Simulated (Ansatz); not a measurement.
Task: an active-space calculation of BHO2, SMILES O=BO, with Ansatz's Python interface. Give the script and its output. Use: SC-NEVPT2, cc-pVDZ basis, multiplicity 1.

Input file `bho2.xyz`:
```text
4

O    -1.54764    0.51942    0.44677
B    -0.43362    0.13634    0.23734
O     0.79000   -0.29075    0.08821
H     1.19126   -0.36501   -0.77232
```

`cas.py`
```python
import ansatz as az

geometry = az.Crystal.molecule_from_extxyz("bho2.xyz")

calculation = (
    geometry.calculation()
    .basis(gaussian="cc-pVDZ")
    .scf(lower_state_search="standard")
    .correlation(active_electrons=6, active_orbitals=6)
)
for method in ["sc_nevpt2"]:
    summary = (calculation if method is None else calculation.correlation(method)).run().report
    space = summary["configurations"]
    state = space["states"][0]
    print(method or "casscf", f"total {summary['free_energy_ev'] / 27.211386246:.6f} Ha, active-space state {state['energy']['hartree']:.6f} Ha, mean field {summary['reference_energy_ev'] / 27.211386246:.6f} Ha")
    print("  determinants", state["n_determinants"], " natural occupations", [round(n, 3) for n in space["natural_occupations"]])
print("effectively unpaired electrons, sum of min(n, 2 - n):", round(sum(min(n, 2 - n) for n in space["natural_occupations"]), 3))
```

```console
$ python cas.py
sc_nevpt2 total -175.514920 Ha, active-space state -175.202345 Ha, mean field -175.093603 Ha
  determinants 400  natural occupations [1.979, 1.966, 1.964, 0.036, 0.034, 0.022]
effectively unpaired electrons, sum of min(n, 2 - n): 0.183
```

Reading the output:
- The settings weren't tested for convergence.
- The geometry is a force-field or estimated start, not a minimum of this method, and the basis set is short of its limit. The active space starts as a window about the frontier orbitals and is then optimised, not chosen by chemistry.
- It ran for 2.8 s on 1 thread of AMD EPYC 7R43 64-Core Processor (Zen 3) (shared host), peak memory 0.15 GiB.

(Lines on the test bed's own set-up are left out of the output.)
